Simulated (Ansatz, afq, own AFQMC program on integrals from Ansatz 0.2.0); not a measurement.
**SiGeH₄OF⁺, singlet in def2-TZVP, levels against AFQMC with the constraint released**

```xyz
8

O     1.6833    1.4453   -0.0588
Ge    0.8112    0.2336    0.9174
F     1.9624   -1.0822    0.8814
Si   -1.1313   -0.6304   -0.2958
H     1.3406    2.3403    0.0476
H    -2.1083    0.4931   -0.4180
H    -0.7402   -1.1269   -1.6486
H    -1.7256   -1.7298    0.5190
```

Basis def2-TZVP. Noble-gas cores (and the filled d shells of Ga–Kr and In–Xe) are frozen. Ansatz 0.2.0 and our own AFQMC program on the same integrals; the CISD trial comes from CCSD amplitudes, and released means the phaseless constraint is let go. Error bars are statistical, one sigma. No spin–orbit coupling.

Determinant: RHF, the one that the program's search chose, which needn't be the lowest solution. The geometry is a PBE0/def2-SVP stationary point of this or a neighbouring charge and spin state.

No full CI on the walks' own integrals is used here. The released AFQMC energy serves as the reference, which it does only where one determinant dominates, the energy is flat over the last release times and near the phaseless one (40 meV or 2 meV an electron, half that with transition metals). On small molecules, where full CI could be run and the noise was under 10 meV, such values lay within 10 meV of it in 19 cases of 20, a flattering rate, since the rule was set on those same cases; what remains of the bias isn't in the error bar.

Cautions: no relativity below Rb; no spin-orbit coupling; inner d shell frozen; higher spins were not checked; raised T1 diagnostic (T1 0.020, weight of the determinant 0.79, largest double 0.07); the released value is read at 0.63 1/Eh with a noise of 19 meV, more than in the cases checked, later times being too noisy (meV from the phaseless value at times in 1/Eh: 12 ± 17 at 0.21, 6 ± 15 at 0.42, -4 ± 19 at 0.63, -27 ± 32 at 0.90).

```
T1 diagnostic                               : 0.0205
weight of the determinant in the CISD state : 0.788
size of the correlated space                : 24 electrons in 150 orbitals
```

| level | correlation energy (eV) |
| --- | --- |
| MP2 | -19.2718 |
| CCSD | -20.0202 |
| CCSD(T) | -20.7781 |

Estimate where AFQMC with the constraint released lies against CCSD(T) on the same integrals.

1.84 ± 0.44 kcal/mol below CCSD(T).

Reference: AFQMC with the constraint released, correlation energy -20.858 ± 0.019 eV.

```csv
level,E − E(reference) (kcal/mol),share of correlation (%)
CCSD(T),1.84 ± 0.44,99.62
ph-AFQMC/CISD,0.10 ± 0.52,99.98
```

Released energies are given only where the last usable release times agree within the noise; a slower fall can still hide under it.
